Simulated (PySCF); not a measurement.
# SiCl under electron impact: the energy ladder

PBE in PySCF with def2-TZVPPD on every atom, for the lowest determinant that a PBE0 search found; no spin–orbit coupling.

```
species  state (unpaired electrons)  Re (Å)  ωe (cm⁻¹)  energy of the minimum from the neutral (eV)  De (eV)  dissociates to
   SiCl               doublet (π ↑)   2.085        512                                         0.00     4.61         Si + Cl
  SiCl⁺      singlet (closed shell)   1.975        642                                         7.35     5.45        Si⁺ + Cl
  SiCl⁻              triplet (π ↑↑)   2.262        352                                        -1.20     2.15        Si + Cl⁻
```

Question: Work out the lowest energy to break SiCl into atoms, from its vibrational ground state.

Answer: D0 = De − ωe/2 = 4.61 − 0.03 = 4.58 eV (PBE/def2-TZVPPD).

Question: Work out the ionisation energy of the Si atom at this level and the threshold of dissociative ionisation.

Answer: IE(Si) = 7.35 + 5.45 − 4.61 = 8.19 eV, so Si⁺ + Cl + e⁻ appears at D0 + IE(Si) = 12.77 eV (PBE/def2-TZVPPD). The measured IE(Si) is 8.152 eV (NIST ASD).

Question: Work out the electron affinity of the Cl atom and the threshold of dissociative attachment.

Answer: EA(Cl) = 4.61 − 2.15 − (-1.20) = 3.66 eV, so Si + Cl⁻ needs D0 − EA(Cl) = 0.92 eV (PBE/def2-TZVPPD). The measured EA(Cl) is 3.613 eV.

Question: At which energy does ion-pair formation open?

Answer: Si⁺ + Cl⁻ lies at D0 + IE(Si) − EA(Cl) = 9.11 eV (PBE/def2-TZVPPD).

These are thermodynamic thresholds; the onsets seen under electron impact lie higher where the geometry changes, and cross-sections peak well above them.

For an ion De counts to the pair picked by the measured ionisation energies or electron affinities, which need not be the lowest pair at this level. The highest Kohn–Sham level is positive in this anion. Much of that is self-interaction error, but it also means that the finite basis helps to hold the extra electron. States were picked by a PBE0 search and need not be the measured ground states.
